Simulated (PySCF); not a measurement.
# Which functional comes closest?

Molecule: 1,1,1,2-tetrafluoroethane, C$_{2}$H$_{2}$F$_{4}$.

Structure with atom numbers: `[F:1][CH2:2][C:3]([F:4])([F:5])[F:6]`; H(Xn) means a hydrogen on atom n.

Geometry PBE0-D3(BJ)/def2-SVP throughout; GIAO in PySCF 2.14.0 with density-fitted response routines, gas phase, one conformer, non-relativistic; equivalent atoms averaged; basis pcSseg-2.

Reference values (measured; Wikipedia, Fluorine-19 nuclear magnetic resonance spectroscopy): δ(F1) = -241.0 ppm vs CFCl3. Computed shifts are taken against CFCl3, calculated as an isolated molecule at each level.

How do the functionals HF, LDA, PBE, BLYP, BP86, OPBE, KT2, KT3, B97-D, B3LYP, PBE0, mPW1PW91, WP04, B97-2, BHandHLYP, CAM-B3LYP, wB97X-D, LC-wPBE perform against the reference? Times are CPU seconds on shared hosts with different chips, so compare them loosely.

## Answers


```tsv
functional	kind	F1	abs. error F	core-s
HF	Hartree–Fock	-215.5	25.5	10
LDA	LDA	-292.1	51.1	22
PBE	GGA	-279.5	38.5	28
BLYP	GGA	-276.0	35.0	27
BP86	GGA	-279.2	38.2	27
OPBE	GGA	-268.3	27.3	28
KT2	GGA	-284.6	43.6	28
KT3	GGA	-271.1	30.1	29
B97-D	GGA	-268.5	27.5	28
B3LYP	global hybrid	-260.8	19.8	19
PBE0	global hybrid	-259.8	18.8	19
mPW1PW91	global hybrid	-258.1	17.1	19
WP04	global hybrid	-243.6	2.6	17
B97-2	global hybrid	-255.6	14.6	30
BHandHLYP	global hybrid	-242.0	1.0	17
CAM-B3LYP	range-separated hybrid	-251.8	10.8	20
wB97X-D	range-separated hybrid	-250.9	9.9	20
LC-wPBE	range-separated hybrid	-239.6	1.4	24
```

For ¹⁹F the closest is BHandHLYP (1.0 ppm) and the furthest LDA (51.1 ppm). One molecule is a small sample, and vibrational and solvent effects are absent from the calculation.
